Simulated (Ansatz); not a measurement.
# Al₂, triplet: the ladder up to full CI

Geometry: a point of a stretch scan, not a stationary point.

```yaml
atoms:
  - { symbol: Al, position_ang: [0.0000, 0.0000, 0.0000] }
  - { symbol: Al, position_ang: [0.0000, 0.0000, 4.0070] }
```

Basis cc-pVDZ; Ansatz 0.2.0. Correlated methods freeze the noble-gas cores, which leaves 6 electrons in 26 orbitals. Prefix R: restricted or restricted open-shell reference; prefix U: unrestricted. Active spaces: pair = (4e, 4o) about the gap; valence = (6e, 8o) chosen from the atoms' valence shells.

Full CI is exact within this basis and frozen core; it isn't the basis-set limit. The frozen core follows each run's orbitals, which can shift R against U totals by a few meV.

Coupled cluster chose its determinant by trial CCSD, here up to 0.34 eV above the lowest Hartree–Fock solution of its kind, and MP2 stands on that determinant too.

- UHF ⟨S²⟩: 2.034
- T1 diagnostic (RCCSD): 0.0290
- largest doubles amplitude (RCCSD): 0.259

```
                   level  E − E(full CI) (meV)  share of correlation (%)  wall time
                    RMP2                  1222                     64.18          –
                  RCCSD*                   289                     91.53          –
               RCCSD(T)*                   109                     96.81       12 s
                BCCD(T)*                   108                     96.83       13 s
                 RCCSDT*                    17                     99.50          –
              RCCSDT(Q)*                     3                     99.91       30 s
  CASSCF (valence space)                  1655                     51.52          –
  NEVPT2 (valence space)                   466                     86.34      7.5 s
  MRCISD (valence space)                    84                     97.54          –
MRCISD+Q (valence space)                   -29                    100.84        9 s
```

An asterisk marks runs whose energy the program itself flagged as in doubt.

The correlation energy at full CI, counted from the determinant under the R cluster runs, is -3.413 eV. That run took 53 s on 1 thread of Arm Neoverse N1, shared host over 844,928 determinants.

Run but not shown, since their state, orbitals or frozen core can't be matched to the reference's or they repeat it: RHF, UHF, UMP2, CISD, UCCSD, UCCSD(T), UCCSDT, CISDTQ, UCCSDT(Q), CASSCF (pair space), NEVPT2 (pair space), MRCISD (pair space), MRCISD+Q (pair space).

Times hold each run's SCF and search for its determinant on a shared host, so for small cases they say little of a method's own cost; they ran on 1 thread of Arm Neoverse N1. Some runs computed forces too.

More than 5 meV below full CI, which no variational method can be: MRCISD+Q (valence space).

The full-CI state has the irrep B2u of D2h, in the program's axes (one component, if the state is degenerate).

Natural occupations of full CI about the gap: 1.895 1.878 0.864 0.860 0.162 0.156 0.047 0.045 0.012 0.012; effectively unpaired electrons, Σ n²(2−n)², 2.21.
